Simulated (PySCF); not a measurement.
Gas-phase reaction: 2 SiS + O2 = S2 + 2 SiO

Method: PySCF energies (xtb for GFN2) plus ideal-gas RRHO corrections (1 bar). The comparison is the NASA 1993 polynomial table, which mixes measured and estimated data. † marks an energy on the PBE0/def2-TZVP geometry and frequencies; other levels use their own. MP2 and CCSD(T) freeze the core. 6-31G* has spherical d functions here. Open shells (unrestricted): O2 (multiplicity 3), S2 (multiplicity 3); the rest are closed-shell singlets. GFN2 has no spin-polarisation term. MP2 isn't extrapolated to the basis-set limit; its ΔH°(298 K) is -256.0 kJ in def2-SVP and -324.7 kJ in def2-TZVPP. CCSD(T) isn't extrapolated to the basis-set limit; its ΔH°(298 K) is -220.2 kJ in def2-SVP and -289.3 kJ in def2-TZVPP. The harmonic model lacks anharmonicity and excited electronic states, which grow with temperature; levels with a mode under 35 cm⁻¹ are left out. The table's entry may be an old estimate for SiS, S2, SiO (not checked at source). Warning, large T1 diagnostic: SiO, SiS (CCSD(T)/def2-TZVPP†).

```
level                ΔH°(298 K), kJ  minus table  ΔG°(2500 K), kJ
-------------------  --------------  -----------  ---------------
table                        -284.4            -           -279.0
BLYP/def2-TZVP†              -298.9        -14.5           -294.5
CCSD(T)/def2-TZVPP†          -289.3         -4.9           -284.9
GFN2-xTB                     -719.7       -435.3           -709.9
HF/6-31G*                    -193.8         90.6           -189.4
MP2/def2-TZVPP†              -324.7        -40.3           -320.2
PBE0/def2-QZVP†              -263.5         20.9           -259.1
PBE0/def2-SVP†               -183.8        100.6           -179.4
PBE0/def2-TZVP               -252.8         31.6           -248.4
```
